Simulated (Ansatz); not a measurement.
## Match the barriers

Saddle point of C2H6N, doublet (C₂H₃ ([CH][CH2]) + NH₃ → C₂H₄ (C=C) + NH₂; bonds formed: H1–C3; bonds broken: H1–N2), PBE0-D4/def2-TZVP structure:

H1  (-0.763, -0.370, -0.245)
N2  (-1.230, -1.449, 0.134)
C3  (-0.057, 0.732, -0.505)
C4  (1.083, 0.981, 0.097)
H5  (-1.171, -1.338, 1.148)
H6  (-0.461, -2.082, -0.097)
H7  (-0.563, 1.340, -1.248)
H8  (1.653, 1.884, -0.115)
H9  (1.509, 0.303, 0.831)
(Å)

Ansatz 0.2.0; basis: def2-TZVPP, with def2-QZVPP for the basis limit; cores frozen in the correlated methods; orbitals are unrestricted. Extrapolation: Hartree–Fock as exp(−7.88 √X), correlation as X^−2.97. Four methods, as single points on the PBE0-D4 structures, gave these electronic barriers from the start structure: 21.4, 35.0, 57.2, 105.5 kJ/mol.

The methods were, in alphabetical order, BHLYP-D4, HF, PBE-D4, r2SCAN-D4. Which gave which? (A judgement: the text doesn't fix the answer.)

By the calculation: PBE-D4 21.4; r2SCAN-D4 35.0; BHLYP-D4 57.2; HF 105.5 kJ/mol. For comparison, CCSD(T) at an estimated basis limit (MP2 extrapolated from triple and quadruple zeta, plus CCSD(T) − MP2 in triple zeta) gives 55.7 kJ/mol.

T1 diagnostic: at most 0.034. ⟨S²⟩ of the unrestricted Hartree–Fock references: 0.76 to 0.95 (a pure state has 0.75). The unrestricted reference is spin-contaminated, which hurts MP2 most.

Labels in which every atom is bracketed show which atoms are joined, not bond orders.

For scale, one of the runs: CCSD(T)/def2-TZVPP, 177 basis functions, launched by `ansatz run in.yaml --threads 4 --pin off --events-out ev --progress --plain --max-ram 9574MiB`. The run took 38 s on 4 CPU threads of an Intel Xeon Platinum 8488C (shared host), with 4.3 GiB of host memory at its peak.
